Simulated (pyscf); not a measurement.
## Substitution at C: Cl–CH₂–Cl + Cl• → Cl• + Cl–CH₂–Cl

Gas phase, doublet surface, charge 0. Bonds broken: Cl1–C2. Bonds formed: C2–Cl6. PySCF, gas phase, ωB97X-D3(BJ)/def2-SVP geometries. Correlated levels are frozen-core, on RHF or UHF. ΔMP2 is the change of the MP2 total energy from the triple- to the quadruple-zeta basis.

Transition state (Å):

```xyz
6

Cl     0.5105     1.8265    -1.4649
C      0.3063     0.1373    -0.0702
Cl     0.3995     0.7980     1.5019
H     -0.6842     0.0650    -0.5255
H      1.2420    -0.1782    -0.5374
Cl     0.0337    -2.0308     0.1848
```

One imaginary mode, 1027i cm⁻¹; descent along it reached the two sides named, in the forms told below.

| bond | change | reactant side (Å) | saddle | product side |
|---|---|---|---|---|
| Cl1–C2 | breaks | 1.758 | 2.200 | 3.2 |
| C2–Cl6 | forms | 3.2 | 2.200 | 1.758 |

Electronic energies relative to the separated reactants (kcal/mol):

| level | barrier | reaction energy | reverse barrier |
|---|---|---|---|
| ωB97X-D3(BJ)/def2-TZVP | 31.0 | 0.0 | 31.0 |
| PBE/def2-TZVP | 16.8 | 0.0 | 16.8 |
| r²SCAN/def2-TZVP | 20.2 | 0.0 | 20.2 |
| B3LYP-D3(BJ)/def2-TZVP | 22.5 | 0.0 | 22.5 |
| PBE0-D3(BJ)/def2-TZVP | 24.7 | 0.0 | 24.7 |
| M06-2X/def2-TZVP | 29.5 | 0.0 | 29.5 |
| ωB97M-D3(BJ)/def2-TZVP | 30.2 | 0.0 | 30.2 |
| HF/def2-TZVP | 47.2 | 0.0 | 47.2 |
| MP2/def2-QZVPP | 37.6 | 0.0 | 37.6 |
| CCSD/def2-TZVPP | 35.4 | 0.0 | 35.4 |
| CCSD(T)/def2-TZVPP | 31.6 | 0.0 | 31.6 |
| CCSD(T)/def2-TZVPP + ΔMP2(QZVPP) | 31.4 | 0.0 | 31.4 |

With CCSD(T)/def2-TZVPP + ΔMP2(QZVPP) energies and thermal terms (ideal gas, 1 atm, RRHO with modes under 100 cm⁻¹ raised to 100, one conformer, R ln 2 for chiral ones without a mode under 150 cm⁻¹), in kcal/mol:

```
T (K)   ΔH‡   ΔG‡   ΔH   ΔG
-----  ----  ----  ---  ---
298    29.9  36.8  0.0  0.0
600    30.0  43.6  0.0  0.0
900    29.9  50.5  0.0  0.0
1200   29.8  57.4  0.0  0.0
```

On the reactant side the descent ends in what is likely a three-electron adduct, which functionals tend to overbind, 5.3 kcal/mol under the separated species and 36.3 kcal/mol under the saddle at ωB97X-D3(BJ)/def2-TZVP. On the product side the descent ends in what is likely a three-electron adduct, which functionals tend to overbind, 5.3 kcal/mol under the separated species and 36.3 kcal/mol under the saddle at ωB97X-D3(BJ)/def2-TZVP. The same reactants have a lower exit, to Cl–CH•–Cl + HCl (barrier +2.5 kcal/mol at ωB97M-D3(BJ)/def2-TZVP, against +30.2 kcal/mol here). One saddle was located; it need not be the lowest between these sides. The angle at the attacked C is 147°. The CCSD(T) − MP2 part came from Ansatz, without density fitting, on the same reference. A UHF reference is spin-contaminated (<S²> up to 1.00), which harms MP2 most. Left out: orbital degeneracy and the spin-orbit lowering of Cl.
